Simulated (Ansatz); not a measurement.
The cluster Mg3H4. Total charge 0; singlet. Geometry r2SCAN-D4/def2-TZVP.

| atom | x (Å) | y (Å) | z (Å) |
| --- | --- | --- | --- |
| Mg1 | 1.218 | 0.752 | 0.194 |
| Mg2 | 0.062 | -1.056 | -2.448 |
| Mg3 | -1.237 | -0.399 | 0.631 |
| H4 | 2.739 | 1.397 | -0.238 |
| H5 | 0.554 | -0.796 | 1.018 |
| H6 | -2.754 | -1.174 | 0.746 |
| H7 | -0.581 | 1.277 | 0.098 |

B3LYP takes the VWN-RPA correlation. HSE06 is defined as in plane-wave codes, on full-range PBE exchange. The structure comes from a short search, and lower isomers may exist.

Q: Estimate the orbital energies around the gap (eV) in Ansatz with HF/6-31G, B3LYP-D4/6-31G, PBE0-D4/def2-TZVP, HSE06-D4/def2-TZVP, ωB97M-V/def2-TZVP.

A: 
| orbital | HF/6-31G | B3LYP-D4/6-31G | PBE0-D4/def2-TZVP | HSE06-D4/def2-TZVP | ωB97M-V/def2-TZVP |
| --- | --- | --- | --- | --- | --- |
| HOMO−9 | -62.62 | -50.64 | -50.77 | -50.34 | -53.41 |
| HOMO−8 | -62.61 | -50.57 | -50.69 | -50.27 | -53.33 |
| HOMO−7 | -62.58 | -50.56 | -50.69 | -50.26 | -53.33 |
| HOMO−6 | -62.58 | -50.54 | -50.62 | -50.19 | -53.27 |
| HOMO−5 | -62.57 | -50.50 | -50.57 | -50.15 | -53.23 |
| HOMO−4 | -14.51 | -10.73 | -10.73 | -10.30 | -13.27 |
| HOMO−3 | -10.92 | -7.79 | -7.87 | -7.47 | -10.12 |
| HOMO−2 | -10.61 | -7.59 | -7.63 | -7.22 | -9.93 |
| HOMO−1 | -10.16 | -7.15 | -7.19 | -6.79 | -9.39 |
| HOMO | -7.82 | -6.21 | -6.31 | -5.93 | -8.05 |
| LUMO | 0.20 | -2.20 | -2.11 | -2.45 | -0.53 |
| LUMO+1 | 0.61 | -1.74 | -1.63 | -1.97 | -0.02 |
| LUMO+2 | 0.81 | -1.37 | -1.25 | -1.60 | 0.30 |
| LUMO+3 | 1.85 | -0.40 | -0.09 | -0.45 | 1.15 |
| LUMO+4 | 2.30 | -0.14 | 0.08 | -0.27 | 1.30 |
| LUMO+5 | 2.38 | 0.11 | 0.35 | 0.00 | 1.70 |
